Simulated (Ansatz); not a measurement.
Reaction (SMILES): [O+]#[Si-] (O-Si) + 3 [H][H] (H2) → O (H2O) + [SiH4] (SiH4)
B3LYP-D3(BJ)/def2-TZVP geometries, fixed; electronic energies without zero-point terms.

Basis-set convergence of the energy of full hydrogenation at B2PLYP with Ansatz (a first-principles code). Cartesian d functions, on some or all atoms, in 6-31G*, 6-31+G*, 6-311G**, 6-311+G**; all else is spherical. Cores are frozen. No added dispersion term, no relativity. Functions are those of the species that has most. Reference: the value in pcseg-4, -34.96 kcal/mol, itself unsure by roughly 0.20 kcal/mol (its mean distance from aug-pcseg-3, aug-cc-pV(Q+d)Z, cc-pV(5+d)Z). Deviations are taken from unrounded values.

```json
[
 {"basis": "6-31G*", "functions": "34", "energy of full hydrogenation (kcal/mol)": "-24.66"},
 {"basis": "6-31+G*", "functions": "42", "energy of full hydrogenation (kcal/mol)": "-28.84"},
 {"basis": "def2-SVP", "functions": "38", "energy of full hydrogenation (kcal/mol)": "-38.84"},
 {"basis": "def2-SVPD", "functions": "56", "energy of full hydrogenation (kcal/mol)": "-46.48"},
 {"basis": "pcseg-1", "functions": "38", "energy of full hydrogenation (kcal/mol)": "-35.30"},
 {"basis": "aug-pcseg-1", "functions": "63", "energy of full hydrogenation (kcal/mol)": "-39.93"},
 {"basis": "cc-pV(D+d)Z", "functions": "43", "energy of full hydrogenation (kcal/mol)": "-36.47"},
 {"basis": "aug-cc-pV(D+d)Z", "functions": "68", "energy of full hydrogenation (kcal/mol)": "-43.06"},
 {"basis": "6-311G**", "functions": "51", "energy of full hydrogenation (kcal/mol)": "-34.52"},
 {"basis": "6-311+G**", "functions": "55", "energy of full hydrogenation (kcal/mol)": "-37.33"},
 {"basis": "def2-TZVP", "functions": "68", "energy of full hydrogenation (kcal/mol)": "-31.82"},
 {"basis": "def2-TZVPD", "functions": "83", "energy of full hydrogenation (kcal/mol)": "-33.39"},
 {"basis": "pcseg-2", "functions": "90", "energy of full hydrogenation (kcal/mol)": "-35.55"},
 {"basis": "aug-pcseg-2", "functions": "142", "energy of full hydrogenation (kcal/mol)": "-35.42"},
 {"basis": "cc-pV(T+d)Z", "functions": "95", "energy of full hydrogenation (kcal/mol)": "-32.76"},
 {"basis": "aug-cc-pV(T+d)Z", "functions": "147", "energy of full hydrogenation (kcal/mol)": "-34.93"},
 {"basis": "def2-TZVPP", "functions": "98", "energy of full hydrogenation (kcal/mol)": "-34.89"},
 {"basis": "def2-TZVPPD", "functions": "116", "energy of full hydrogenation (kcal/mol)": "-35.71"},
 {"basis": "cc-pV(Q+d)Z", "functions": "184", "energy of full hydrogenation (kcal/mol)": "-34.29"},
 {"basis": "aug-cc-pV(Q+d)Z", "functions": "273", "energy of full hydrogenation (kcal/mol)": "-35.34"},
 {"basis": "def2-QZVPP", "functions": "190", "energy of full hydrogenation (kcal/mol)": "-34.99"},
 {"basis": "def2-QZVPPD", "functions": "208", "energy of full hydrogenation (kcal/mol)": "-35.33"},
 {"basis": "pcseg-3", "functions": "196", "energy of full hydrogenation (kcal/mol)": "-34.91"},
 {"basis": "aug-pcseg-3", "functions": "285", "energy of full hydrogenation (kcal/mol)": "-34.92"}
]
```

What the diffuse functions change, pair by pair:
- 6-31G* to 6-31+G*: 8 more functions, deviation 10.29 to 6.11 kcal/mol
- def2-SVP to def2-SVPD: 18 more functions, deviation -3.88 to -11.52 kcal/mol
- pcseg-1 to aug-pcseg-1: 25 more functions, deviation -0.34 to -4.97 kcal/mol
- cc-pV(D+d)Z to aug-cc-pV(D+d)Z: 25 more functions, deviation -1.51 to -8.11 kcal/mol
- 6-311G** to 6-311+G**: 4 more functions, deviation 0.43 to -2.37 kcal/mol
- def2-TZVP to def2-TZVPD: 15 more functions, deviation 3.14 to 1.56 kcal/mol
- pcseg-2 to aug-pcseg-2: 52 more functions, deviation -0.60 to -0.47 kcal/mol
- cc-pV(T+d)Z to aug-cc-pV(T+d)Z: 52 more functions, deviation 2.20 to 0.02 kcal/mol
- def2-TZVPP to def2-TZVPPD: 18 more functions, deviation 0.07 to -0.76 kcal/mol
- cc-pV(Q+d)Z to aug-cc-pV(Q+d)Z: 89 more functions, deviation 0.67 to -0.39 kcal/mol
- def2-QZVPP to def2-QZVPPD: 18 more functions, deviation -0.03 to -0.38 kcal/mol
- pcseg-3 to aug-pcseg-3: 89 more functions, deviation 0.05 to 0.03 kcal/mol

They bring the value nearer the reference by more than 0.20 kcal/mol in 4 of 12 pairs.
